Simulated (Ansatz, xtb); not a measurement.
# Isomers of CH2OSi in order of energy

3 gas-phase structures of CH2OSi, found in a search over its isomers (lower ones may exist). Each was relaxed with GFN2-xTB:

A. a singlet given by its coordinates
B. `C=[Si]=O`, a singlet
C. `C1O[Si]1`, a singlet

A (Å):

```yaml
atoms:
  - { symbol: C, position_ang: [-1.6888, -1.2940, -0.8176] }
  - { symbol: O, position_ang: [-1.8085, -1.6510, 0.2923] }
  - { symbol: Si, position_ang: [-1.5523, 0.0192, -2.0310] }
  - { symbol: H, position_ang: [-2.6908, -0.0011, -2.9342] }
  - { symbol: H, position_ang: [-0.2850, -0.0578, -2.7381] }
```

Close contacts (Å): C1–O2 1.17, C1–Si3 1.79, Si3–H4 1.45, Si3–H5 1.45.

Estimate their order in r2SCAN-D4/def2-SVP energy at these geometries, lowest first.

Calculated order at r2SCAN-D4/def2-SVP: C (0.0), A (9.3), B (12.8) kcal/mol.

Energies above the lowest of each column, in kcal/mol; the last columns are at B3LYP/6-31G* geometries:

```csv
structure,GFN2-xTB,HF/STO-3G,r2SCAN-D4/def2-SVP,B3LYP/6-31G*,CCSD(T)/def2-TZVPP
C,28.9,0.0,0.0,0.0,0.0
A,56.5,34.5,9.3,3.7,7.3
B,0.0,88.7,12.8,18.0,10.8
```

CCSD(T)/def2-TZVPP puts C lowest; GFN2-xTB picks B. Large T1 diagnostics make some coupled-cluster values less sure.

Programs: Ansatz 0.2.0, xtb 6.7.1 (Pople sets with spherical d functions).
